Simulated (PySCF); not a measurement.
C5H7F.
Atom-mapped SMILES: `[F:1][C@H:2]1[C@H:3]2[CH2:4][CH2:5][C@@H:6]12` (hydrogens: H7 on C2; H8 on C3; H9, H10 on C4; H11, H12 on C5; H13 on C6)

Method: PySCF, PBE0-D3(BJ)/def2-SVP geometry optimisation, gas phase; density fitting, grid level 1; the optimiser is geomeTRIC in internal coordinates, started from a GFN2-xTB structure with every atom displaced at random (about 0.01 Å).

Step 0: E = -7999.6674 eV
```
atom  x, y, z in Å  |  force x, y, z in eV/Å
F1     -1.0462    0.7993   -1.5661   -0.067   0.153  -0.305
C2     -1.2548    0.4343   -0.2759    1.218  -0.414  -0.097
C3     -0.6635   -0.8295    0.2221    1.474   0.562  -0.999
C4      0.7010   -1.0831   -0.5064   -1.754   0.343   0.854
C5      1.1894    0.2765   -0.0309   -0.043   0.283   0.846
C6     -0.1309    0.5245    0.7030   -0.055  -0.021  -0.791
H7     -2.2376    0.7052    0.0517   -0.777   0.169   0.390
H8     -1.2089   -1.5716    0.7373   -0.862  -0.993   0.756
H9      0.5689   -1.1956   -1.5616    0.087  -0.222  -1.118
H10     1.2220   -1.9280   -0.0864    0.440  -0.502   0.233
H11     2.0321    0.2009    0.6628    0.164   0.023   0.080
H12     1.4227    1.0069   -0.7965    0.176   0.372  -0.426
H13    -0.2593    1.0254    1.6477   -0.001   0.246   0.577
```

Step 1: E = -7999.7953 eV
```
atom  x, y, z in Å  |  force x, y, z in eV/Å
F1     -1.0828    0.8112   -1.5841    0.017  -0.013   0.000
C2     -1.2435    0.4280   -0.2870   -0.231   0.123   0.084
C3     -0.6501   -0.8299    0.2130   -0.089  -0.347   0.058
C4      0.6734   -1.0840   -0.5063   -0.081  -0.109  -0.071
C5      1.1972    0.2873   -0.0160    0.021   0.091  -0.076
C6     -0.1315    0.5423    0.6848    0.022   0.147   0.088
H7     -2.2466    0.6881    0.0828    0.177  -0.071  -0.041
H8     -1.2362   -1.5878    0.7570    0.112   0.197  -0.147
H9      0.5818   -1.2149   -1.5990    0.050  -0.004   0.124
H10     1.2316   -1.9349   -0.0872   -0.024   0.076  -0.022
H11     2.0351    0.1923    0.6866    0.012  -0.015   0.023
H12     1.4660    1.0216   -0.7933   -0.004  -0.041   0.042
H13    -0.2596    1.0459    1.6497    0.016  -0.033  -0.061
```

Step 2: E = -7999.7986 eV
```
atom  x, y, z in Å  |  force x, y, z in eV/Å
F1     -1.0978    0.8188   -1.5804    0.004   0.005  -0.012
C2     -1.2502    0.4313   -0.2837    0.069   0.011  -0.023
C3     -0.6511   -0.8297    0.2057   -0.019  -0.127   0.020
C4      0.6743   -1.0868   -0.5053   -0.060   0.038  -0.036
C5      1.1984    0.2871   -0.0180   -0.011   0.012  -0.029
C6     -0.1314    0.5451    0.6805   -0.015   0.073   0.039
H7     -2.2469    0.6828    0.0933    0.014  -0.020   0.013
H8     -1.2354   -1.5825    0.7443   -0.005   0.029  -0.012
H9      0.5946   -1.2225   -1.5949    0.018  -0.017   0.006
H10     1.2310   -1.9325   -0.0798   -0.001   0.013   0.017
H11     2.0334    0.1904    0.6891   -0.006  -0.004   0.005
H12     1.4728    1.0175   -0.7948    0.000  -0.003   0.003
H13    -0.2568    1.0462    1.6449    0.012  -0.010   0.009
```

Question: Estimate the geometry and energy of step 3. (The exact step hangs on the optimiser's Hessian estimate; all steps are aligned on step 2, rigid shifts and turns removed.)

Answer: E = -7999.7990 eV, largest force 0.077 eV/Å
```
atom  x, y, z in Å  |  force x, y, z in eV/Å
F1     -1.0874    0.8181   -1.5804   -0.004   0.001   0.011
C2     -1.2453    0.4309   -0.2840    0.021  -0.003   0.017
C3     -0.6524   -0.8323    0.2077    0.052   0.041  -0.040
C4      0.6705   -1.0859   -0.5059    0.006   0.024   0.008
C5      1.1948    0.2889   -0.0205    0.025  -0.029   0.037
C6     -0.1314    0.5448    0.6847   -0.022   0.001  -0.051
H7     -2.2416    0.6800    0.0906   -0.050   0.013   0.009
H8     -1.2384   -1.5818    0.7442   -0.046  -0.032   0.019
H9      0.5932   -1.2243   -1.5943   -0.003  -0.019  -0.026
H10     1.2301   -1.9279   -0.0787    0.018  -0.010   0.020
H11     2.0314    0.1914    0.6848    0.003  -0.004  -0.009
H12     1.4669    1.0195   -0.7972   -0.006   0.011  -0.005
H13    -0.2557    1.0438    1.6498    0.006   0.005   0.012
```

The energy changes by -0.0005 eV. The first-order estimate −F·Δx gives -0.0016 eV and the mean of the old and new forces, exact on a quadratic surface, -0.0004 eV. The step makes an angle of 66° with the force vector and moves no atom by more than 0.010 Å.

The cost below is that of the whole optimisation. Hardware: one thread, Arm Neoverse N1 (aarch64), shared host with 64 logical CPUs at a one-minute load of 61. Cost: 42 s wall, 0.50 GiB resident at most.
